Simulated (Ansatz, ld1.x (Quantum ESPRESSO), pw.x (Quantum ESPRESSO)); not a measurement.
# H (fcc): variants of one PAW potential in the solid

ld1.x (Quantum ESPRESSO) 7.5 input, shortened:

```
&input
   title='H', zed=1., rel=1, dft='PBESOL', iswitch=3,
   config='1s1 2p-2'
 /
 &inputp
   pseudotype=3, lpaw=.true., tm=.true., lloc=-2, rcloc=1.45,
   nlcc=.false.,
   which_augfun='PSQ', rmatch_augfun_nc=.true.
 /
4
1S  1  0   1.00   0.00  1.35  1.50  0.0
1S  1  0   0.00   0.85  1.35  1.50  0.0
2P  2  1  -2.00   0.05  1.15  1.45  0.0
2P  2  1  -2.00   1.80  1.15  1.45  0.0
 &test
   configts(1)='1s1'
 /
```

Crystal test: fcc H in pw.x 7.5, no spin, 18³ k-points, Fermi–Dirac smearing 0.01 Ry, cutoffs set for each file from its atomic test. The reference is all-electron LAPW (Ansatz 0.2.0) with the same functional, mesh and smearing; V0 and B0 come from Birch–Murnaghan fits to the pressures at five volumes. Errors are pseudo minus all-electron; Δ is the rms difference of the E(V) curves that follow from these fits, minima aligned, over ±6 % about the mean V0. Mesh and smearing are coarse, so the numbers serve the comparison and aren't converged zero-temperature values; the lattice is a test structure that the element need not adopt.

All-electron: a0 = 2.267 Å (V0 = 2.91 Å³/atom), B0 = 114.1 GPa.

```csv
change,cutoffs (Ry),pw.x,a0 (Å),a0 error (%),B0 error (%),Δ (meV/atom),mean pressure error (GPa)
base,40/360,converged,2.275,+0.32,+0.2,0.7,+1.11
"waves 1s (bound): rcut 1.32, rcutus 1.40 bohr; 1s channel at 0.85 Ry: rcut 1.32, rcutus 1.40 bohr",40/320,converged,2.275,+0.32,+0.1,0.7,+1.13
"waves 2p channel at 0.05 Ry: rcut 1.15, rcutus 1.64 bohr; 2p channel at 1.8 Ry: rcut 1.15, rcutus 1.64 bohr",40/340,converged,2.275,+0.32,+0.3,0.7,+1.11
"wave 1s channel at 0.85 Ry: rcut 1.35, rcutus 1.50 bohr becomes 1s channel at 1.14 Ry: rcut 1.35, rcutus 1.50 bohr",40/320,converged,2.274,+0.31,+0.1,0.7,+1.08
"augmentation BESSEL, radius 1.25 bohr",40/320,converged,2.274,+0.28,+0.2,0.6,+0.97
```

(1) Give the row for: local potential all-electron potential smoothed inside 1.16 bohr (lloc = -2).

## Answers

(1) pw.x: converged; mean pressure error (GPa): +0.29; a0 (Å): 2.269; a0 error (%): +0.08; B0 error (%): +0.1; Δ (meV/atom): 0.2.
